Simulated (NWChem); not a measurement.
CH$_{3}$O cation; SMILES [OH+]=C

```xyz
5

C     -0.0085     0.6221     0.0000
O     -0.1175    -0.6266     0.0000
H     -0.9634     1.1894     0.0000
H      0.9811     1.1312     0.0000
H      0.7396    -1.1363     0.0000
```
Atoms are numbered in this order, from 1.

Results from NWChem. Structure relaxed at the PBE-D3(BJ)/def2-SVP level. Atomic charges in e: unrestrained fits to the electrostatic potential beside Mulliken populations; buried atoms are poorly determined by the fit.

Q: Predict the results for B3LYP/def2-SVP. Quantities: ESP C1; Mulliken C1; ESP O2; Mulliken O2; relative RMS misfit of the potential (%).

A: The ESP C1 is 0.45. The Mulliken C1 comes out as 0.28. The ESP O2 comes out as -0.24. The Mulliken O2 is 0.03. The relative RMS misfit of the potential (%) is 2.
